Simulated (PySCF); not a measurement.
# EPR parameters of C4H7FN

Compound: C₄H₇FN (doublet state).
SMILES with atom numbers: `[CH2:1]=[N:2][CH2:3][CH2:4][CH:5][F:6]` (hydrogens: H7, H8 on C1; H9, H10 on C3; H11, H12 on C4; H13 on C5)

Cartesian coordinates in Å at the GFN2-xTB level; atoms count from 1:
```
atom  x, y, z in Å
C1     1.931    0.624   -0.560
N2     1.335    0.044    0.376
C3     0.301   -0.897    0.098
C4    -1.051   -0.370    0.677
C5    -1.594    0.757   -0.086
F6    -2.249    0.477   -1.231
H7     2.699    1.342   -0.315
H8     1.733    0.448   -1.624
H9     0.182   -1.108   -0.977
H10    0.549   -1.821    0.627
H11   -0.870   -0.059    1.705
H12   -1.760   -1.199    0.656
H13   -1.212    1.763   -0.057
```

The hyperfine couplings belong to this conformer and change with its torsions.

Method used: UKS B3LYP, pcH-1 on C F H N, non-relativistic, mean-field spin-orbit, GIAO in PySCF. The structure is a single GFN2-xTB conformer in the gas phase; no vibrational or solvent corrections. The geometry wasn't refined by DFT: couplings that depend on bond lengths, twists or pyramidal angles can differ widely from those at the functional's own minimum. Stability of the SCF solution: not tested.

```
g1, g2, g3                      : 2.00205, 2.00436, 2.00493
g_iso                           : 2.00378
Form of g                       : rhombic: the two nearest values differ by 20 % of g3 − g1
⟨S²⟩                            : 0.7535 (exact 0.7500)
α and β electrons               : 24, 23
HOMO–LUMO gap, α and β orbitals : 4.87, 5.65 eV
```

Hyperfine couplings atom by atom, in mT; T1 to T3 are the principal values of the dipolar part; ρ(0) is the spin density at the nucleus (MHz turned into mT with g_iso):

```csv
atom,isotope,a_iso,T1,T2,T3,Mulliken spin population,ρ(0) (bohr⁻³)
C1,13C,0.12,-0.03,-0.01,0.04,0.01,0.0029
N2,14N,-0.02,-0.01,0.00,0.02,0.00,-0.0018
C3,13C,2.74,-0.25,-0.24,0.48,0.06,0.0683
C4,13C,-0.79,-0.06,-0.05,0.12,-0.07,-0.0197
C5,13C,5.67,-3.01,-2.92,5.93,0.95,0.1414
F6,19F,5.67,-9.62,-8.27,17.89,0.07,0.0378
H7,1H,-0.02,-0.04,-0.03,0.07,0.00,-0.0001
H8,1H,0.00,-0.06,-0.04,0.10,0.00,0.0000
H9,1H,-0.17,-0.18,-0.06,0.24,-0.01,-0.0011
H10,1H,0.17,-0.15,-0.06,0.21,0.01,0.0011
H11,1H,0.92,-0.21,-0.16,0.38,0.01,0.0058
H12,1H,1.21,-0.20,-0.17,0.36,0.01,0.0076
H13,1H,-1.86,-1.35,-0.07,1.42,-0.04,-0.0117
```

The largest Mulliken spin populations are on C5 (+0.95), F6 (+0.07), C4 (-0.07) and C3 (+0.06). C5 is the only atom above +0.15. The angles at C5 add up to 355.4°, so it is nearly planar; its axial dipolar tensor and the negative coupling of its proton fit spin in a p orbital normal to that plane.

Axes: g2 points within 6° of the C5–F6 bond.

Under fast tumbling the dipolar parts average out, and these isotropic splittings remain: 1 × 19F (F6, I = 1/2, 2 lines) with 5.67 mT, 1 × 1H (H13, I = 1/2, 2 lines) with 1.86 mT and 2 × 1H (H11/H12, I = 1/2, 3 lines) with 1.07 mT.

Nuclei that the bonding pattern makes equivalent are averaged, as if the motion that swaps them (rotation, inversion, ring flip) were fast. The 1H value of +29.9 MHz is a mean of couplings from 25.9 to 33.9 MHz in this one geometry, not an average over conformers.

The 13C coupling of C5 (159.0 MHz) shows only in satellite lines or after enrichment, since that isotope makes up about 1.07 % of natural carbon.
